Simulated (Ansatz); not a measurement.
# BN (triplet): from Hartree-Fock to the top rungs, 6-31G

Aim: climb from Hartree-Fock through coupled cluster and multireference methods for BN (triplet) at one geometry and basis, and see what each rung misses.

Computed with Ansatz 0.2.0, Gaussian basis. Level: 6-31G, core rule «outside noble gas», up to 2 orbitals frozen.

To be run: UHF; CCSD(T) on ROHF; CCSD(T) on UHF; BCCD(T) on ROHF; CISD; CCSDT(Q) on ROHF; CCSDT(Q) on UHF; CISDTQ; CCSDTQ on ROHF; CCSDTQ on UHF; CASSCF and MRCISD+Q, 8 electrons in 8 orbitals; CASSCF and NEVPT2, 8 electrons in 8 orbitals; Full CI.

8 further runs of the same task are left out: 2 that didn't finish, 6 set aside as unsound or not needed.

## (1) The geometry

The geometry is a PBE0/def2-TZVP stationary point (not a proven minimum) of the parent state, kept for this charge and spin.

2 atoms, charge 0, spin multiplicity 3.

Atoms are counted from 1 here; the program's logs count them from 0.

Bond lengths: B1–N2 1.262 Å.

## (2) UHF

Contents of in.yaml:

```yaml
crystal:
  periodic: [false, false, false]
  atoms:
    - {symbol: B, position_ang: [0.000000, 0.000000, 0.000000]}
    - {symbol: N, position_ang: [0.000000, 0.000000, 1.261538]}
basis:
  gaussian: {orbitals: 6-31G}
magnetization: {spin_polarized: true, initial_magnetization: 2}
hamiltonian: {xc: hf}
output: {orbitals: {seedname: orbitals}}
```

Command:

```bash
ansatz run in.yaml --threads 1 --pin off --events-out ev --progress --plain --max-ram 2176MiB
```

After this run come: CCSD(T) on ROHF; CCSD(T) on UHF; BCCD(T) on ROHF; CISD; CCSDT(Q) on ROHF; CCSDT(Q) on UHF; CISDTQ; CCSDTQ on ROHF; CCSDTQ on UHF; CASSCF and MRCISD+Q, 8 electrons in 8 orbitals; CASSCF and NEVPT2, 8 electrons in 8 orbitals; Full CI.

Before running them: what should the planned runs give, taken together? Wanted: FCI below the RHF energy; RMP2 from FCI; UMP2 from FCI; RCCSD from FCI; RCCSD(T) from FCI; UCCSD(T) from FCI; RCCSDT(Q) from FCI; UCCSDT(Q) from FCI; NEVPT2 valence from FCI.

As calculated:

| quantity | value |
| --- | --- |
| FCI below the RHF energy | -3.9238 eV |
| RMP2 from FCI | +579.8 meV |
| UMP2 from FCI | +626.9 meV |
| RCCSD from FCI | +175.2 meV |
| RCCSD(T) from FCI | +44.0 meV |
| UCCSD(T) from FCI | +47.8 meV |
| RCCSDT(Q) from FCI | +0.4 meV |
| UCCSDT(Q) from FCI | -4.8 meV |
| NEVPT2 valence from FCI | +342.6 meV |
| MRCISD+Q valence from FCI | +15.1 meV |
| levels within 1 kcal/mol (43 meV) | RCCSDT, UCCSDT, CISDTQ, RCCSDT(Q), UCCSDT(Q), RCCSDTQ, UCCSDTQ, MRCISD valence, MRCISD+Q valence |
| T1 diagnostic | 0.036 |
| effectively unpaired electrons | 2.07 |

**Reading.** RCCSD(T) misses by +44.0 meV, 1.1 % of the correlation energy. UCCSDT(Q) falls below full CI: unrestricted runs freeze a spin-polarised core, another one than full CI's, and coupled cluster isn't variational. One determinant dominates. Of the multireference levels listed MRCISD+Q valence comes nearest in total energy (+15.1 meV), which doesn't show that its space is the better one. These misses are within one basis, not against nature; the frozen cores of restricted and unrestricted runs differ, which can shift their rows.
